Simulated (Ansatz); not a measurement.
Consider the isomerisation: `O[SiH][SiH3]`• → `[SiH2]O[SiH3]`•.

Computed with Ansatz on PBE0-D4/def2-TZVP structures; ΔE is electronic, products minus reactants. CBS: MP2 limit from def2 TZ/QZ plus the TZ coupled-cluster correction, frozen cores. Functionals use def2-TZVPP. B3LYP here is the variant with VWN-RPA as its local correlation; programs differ in this. No spin–orbit coupling; open shells (•) take unrestricted orbitals. One conformer a species, not always the lowest.

```tsv
level	ΔE (kJ/mol)	difference from CCSD(T)/CBS
BLYP-D4	-85.4	7.4
PBE0-D4	-74.5	18.3
B3LYP-D4	-92.5	0.3
BHLYP-D4	-105.6	-12.8
BLYP	-84.6	8.2
B3LYP	-92.1	0.7
r2SCAN0	-89.2	3.6
MP2/def2-SVP	-100.9	-8.1
CCSD/def2-TZVPP	-98.3	-5.5
CCSD(T)/def2-TZVPP	-94.1	-1.3
CCSD(T)/CBS	-92.8	0
```

**Question.** What do rigid-rotor, harmonic-oscillator terms from PBE0-D4/def2-TZVP frequencies (298.15 K, 1 bar) make of the CCSD(T)/CBS value? (An estimate is asked.)

**Answer.** Ansatz gave: ΔZPE = -4.0 kJ/mol, ΔH = -96.9 kJ/mol, ΔS = 11 J/(mol·K), ΔG = -100.3 kJ/mol. Open shells count their whole term as degenerate. Modes under 50 cm⁻¹ make the entropy rough.

Largest T1 diagnostic among the species: 0.016.

From r2SCAN to r2SCAN0 (25 % exact exchange), in def2-TZVPP and without D4, ΔE moves by −5.1 kJ/mol. In def2-TZVPP, CCSD(T) changes the Hartree–Fock value by +31.7 kJ/mol (the triples alone add +4.2 kJ/mol) and MP2 by +21.9 kJ/mol. Leaving LDA and LC-ωPBE aside and taking each functional with its dispersion term where it has one, the values, not all of them listed here, spread over 41.7 kJ/mol, from BHLYP-D4 to PBE-D4.
